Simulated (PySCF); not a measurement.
Published values to compare with (the computed states carry no symmetry labels, so the two lists aren't matched line by line):

```
    state  E (eV)      f           kind of transition  source
3B1(n→π*)    3.93                 vertical absorption     [1]
1B1(n→π*)    4.13         band maximum or as reported     [2]
1B1(n→π*)    4.26  0.000          vertical absorption     [1]
3B2(π→π*)    4.88                 vertical absorption     [1]
3A2(n→π*)    5.35                 vertical absorption     [1]
1A2(n→π*)    5.55                 vertical absorption     [1]
1B2(n→3s)    6.22         band maximum or as reported     [2]
1B2(n→3s)    6.34  0.003          vertical absorption     [1]
1B2(π→π*)    6.54  0.047          vertical absorption     [1]
3A1(π→π*)    6.79                 vertical absorption     [1]
1B2(n→3p)    6.88         band maximum or as reported     [2]
1B2(n→3p)    6.98  0.018          vertical absorption     [1]
1A1(n→3p)    7.02  0.003          vertical absorption     [1]
1A1(π→π*)    8.28  0.320          vertical absorption     [1]
```

[1] computed, theoretical best estimate (aug-cc-pVTZ, frozen core, CC3 geometry), gas; Veril, Scemama, Caffarel, Lipparini, Boggio-Pasqua, Jacquemin, Loos, WIREs Comput. Mol. Sci. 2021, 11, e1517 (QUESTDB)
[2] measured, gas; Loos, Lipparini, Boggio-Pasqua, Scemama, Jacquemin (2019), arXiv:1912.04173, literature columns

Species: cyclopropenone, C₃H₂O.
InChI=1S/C3H2O/c4-3-1-2-3/h1-2H

Method used: PySCF 2.14.0, density-fitted response routines, TDDFT PBE0/def2-SVPD, vertical, gas phase, core orbitals frozen in the response. Isolated species at its PBE0-D3(BJ)/def2-SVP geometry, gas phase.

Computed singlets: 4.19 eV (f 0.000); 5.62 eV (f 0.000); 6.54 eV (f 0.011); 6.84 eV (f 0.048); 7.23 eV (f 0.030); 7.41 eV (f 0.006); 7.70 eV (f 0.000); 8.43 eV (f 0.012); 8.50 eV (f 0.064); 8.88 eV (f 0.000). Computed triplets (Tamm–Dancoff): 3.74, 4.72, 5.17, 6.56 eV.

How does the lowest computed singlet compare with the best estimate listed for the lowest singlet (vertical absorption)?

4.19 eV against 4.26 eV for 1B1(n→π*) [1]: a difference of -0.07 eV. Geometry and basis of the two calculations needn't be the same.

How does the lowest computed triplet compare with the best estimate listed for the lowest triplet (vertical absorption)?

3.74 eV against 3.93 eV for 3B1(n→π*) [1]: a difference of -0.19 eV. Geometry and basis of the two calculations needn't be the same.

A measured band maximum holds vibronic effects and, in solution, solvent shifts, so it needn't equal the vertical energy.

The vertical ionisation energy (ΔSCF) is 9.61 eV, 0.73 eV above S10.

Hardware: one thread of an Arm Neoverse V2, no GPU (shared host). Cost: 8.9 s of wall time, 0.43 GiB resident at most.
